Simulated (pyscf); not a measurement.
Single points on ωB97X-D3(BJ)/def2-SVP structures (PySCF, gas phase).

Q: For H₂O (SMILES O) + H₂N–Si(OH)(OH)–F (SMILES N[Si](O)(O)F) -> HO–Si(OH)(OH)–F (SMILES O[Si](O)(O)F) + NH₃ (SMILES N), a four-centre exchange (singlet surface; H–O, N–Si broken, O–Si, H–N formed), PBE/def2-TZVP gives ΔE‡ = 15.1 kcal/mol and ΔE = -10.6 kcal/mol (zero: the separated reactants). In which direction and how far do r²SCAN/def2-TZVP, PBE0-D3(BJ)/def2-TZVP, ωB97M-D3(BJ)/def2-TZVP move these?

A: r²SCAN: ΔE‡ = 15.9 kcal/mol, ΔE = -11.4 kcal/mol; PBE0-D3(BJ): ΔE‡ = 16.3 kcal/mol, ΔE = -10.2 kcal/mol; ωB97M-D3(BJ): ΔE‡ = 18.2 kcal/mol, ΔE = -10.6 kcal/mol. PBE's barrier lies under all of them, by 0.8 to 3.1 kcal/mol. Its reaction energy lies among theirs. On the reactant side the descent ends in a bound adduct (not fully relaxed), 9.6 kcal/mol under the separated species and 27.9 kcal/mol under the saddle at ωB97X-D3(BJ)/def2-TZVP. On the product side the descent ends in an adduct with a N–Si contact, 8.5 kcal/mol under the separated species and 37.0 kcal/mol under the saddle at ωB97X-D3(BJ)/def2-TZVP. What is counted as broken (N–Si) persists as a longer contact in the product adduct; parting that adduct is a step of its own. This is the saddle that the search found; another between the same sides may lie lower.
